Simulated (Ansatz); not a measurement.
## Ansatz (development build ahead of 0.2.0) run

```yaml
crystal:
  periodic: [false, false, false]
  atoms:
    - { symbol: C, position_ang: [0.22246, -0.02028, -0.41894] }
    - { symbol: C, position_ang: [-0.24277, -1.24868, -0.26897] }
    - { symbol: C, position_ang: [0.03212, 1.1108, 0.54911] }
    - { symbol: H, position_ang: [0.79817, 0.21061, -1.31154] }
    - { symbol: H, position_ang: [-0.05854, -2.01554, -1.01085] }
    - { symbol: H, position_ang: [-0.82349, -1.53881, 0.59959] }
    - { symbol: H, position_ang: [-0.55506, 0.80312, 1.41514] }
    - { symbol: H, position_ang: [0.99681, 1.4825, 0.90492] }
    - { symbol: H, position_ang: [-0.47799, 1.95183, 0.07189] }
basis:
  gaussian: { orbitals: def2-SVP }
magnetization:
  spin_polarized: true
  initial_magnetization: 2
hamiltonian:
  xc: hf
output:
  forces: true
```

The input is written out in the form of the current development build from the run's settings.

The run gave:

| Quantity | Value |
| --- | --- |
| Converged | yes |
| Total energy | -116.85837 hartree |
| Spin squared of the determinant | 2.020 |
| Stability test | minimum |

Forces (eV/Å):
```tsv
atom	Fx	Fy	Fz
C1	4.299	10.964	-1.635
C2	-4.211	-10.846	1.511
C3	0.039	-0.337	-0.223
H4	-0.033	0.076	0.095
H5	-0.070	-0.029	0.118
H6	0.027	-0.077	-0.097
H7	-0.019	0.030	0.051
H8	0.020	0.104	0.118
H9	-0.052	0.115	0.062
```

Caution: another spin multiplicity may lie lower.
